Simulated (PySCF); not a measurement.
Isomers of C3H5NO, one GFN2-xTB conformer each. Single-point energies are computed at wB97X-D/def2-SVPD (PySCF, gas phase, no added dispersion term), electronic only.

```json
{"SMILES": "[H]/N=C(/C)C=O", "GFN2-xTB relative energy (kJ/mol)": "63.7"}
{"SMILES": "CO[C@@H]1C=N1", "GFN2-xTB relative energy (kJ/mol)": "161.1"}
{"SMILES": "C=NC(C)=O", "GFN2-xTB relative energy (kJ/mol)": "0.0"}
{"SMILES": "COC1=NC1", "GFN2-xTB relative energy (kJ/mol)": "103.7"}
```

Conformers: `[H]/[N:3]=[C:2](/[CH3:1])[CH:4]=[O:5]` with C1–C2–C4–O5 180°; `[CH3:1][O:2][C@@H:3]1[CH:4]=[N:5]1` with C1–O2–C3–C4 130°; `[CH2:1]=[N:2][C:3]([CH3:4])=[O:5]` with C1–N2–C3–C4 101°; `[CH3:1][O:2][C:3]1=[N:4][CH2:5]1` with C1–O2–C3–N4 0°.

**Question.** What does wB97X-D/def2-SVPD give for the same structures?

**Answer.** 
```csv
SMILES,wB97X-D/def2-SVPD E (Eh),wB97X-D/def2-SVPD (kJ/mol),GFN2-xTB (kJ/mol),point group
C=NC(C)=O,-247.02432,0.0,0.0,C1
[H]/N=C(/C)C=O,-247.01962,12.4,63.7,Cs
COC1=NC1,-246.96073,167.0,103.7,Cs
CO[C@@H]1C=N1,-246.95204,189.8,161.1,C1
```

Both levels put the same isomer lowest; measured from each level's own lowest isomer, the values differ by up to 63.3 kJ/mol (COC1=NC1: 103.7 against 167.0). As drawn, the lowest has a C=O bond and a C(=O)–N unit, which the highest lacks; the highest has a three-membered ring, which the lowest lacks.

**Question.** Which frontier levels, dipoles and rotational constants go with these structures?

**Answer.** 
```json
{"SMILES": "C=NC(C)=O", "HOMO (eV, wB97X-D/def2-SVPD)": "-9.34", "LUMO (eV)": "0.68", "dipole (D)": "3.87", "A, B, C (MHz)": "9311, 4381, 3217"}
{"SMILES": "[H]/N=C(/C)C=O", "HOMO (eV, wB97X-D/def2-SVPD)": "-9.60", "LUMO (eV)": "-0.67", "dipole (D)": "2.72", "A, B, C (MHz)": "10293, 4111, 2992"}
{"SMILES": "COC1=NC1", "HOMO (eV, wB97X-D/def2-SVPD)": "-9.59", "LUMO (eV)": "2.26", "dipole (D)": "2.32", "A, B, C (MHz)": "18127, 3650, 3163"}
{"SMILES": "CO[C@@H]1C=N1", "HOMO (eV, wB97X-D/def2-SVPD)": "-9.54", "LUMO (eV)": "1.14", "dipole (D)": "1.12", "A, B, C (MHz)": "16335, 3820, 3453"}
```
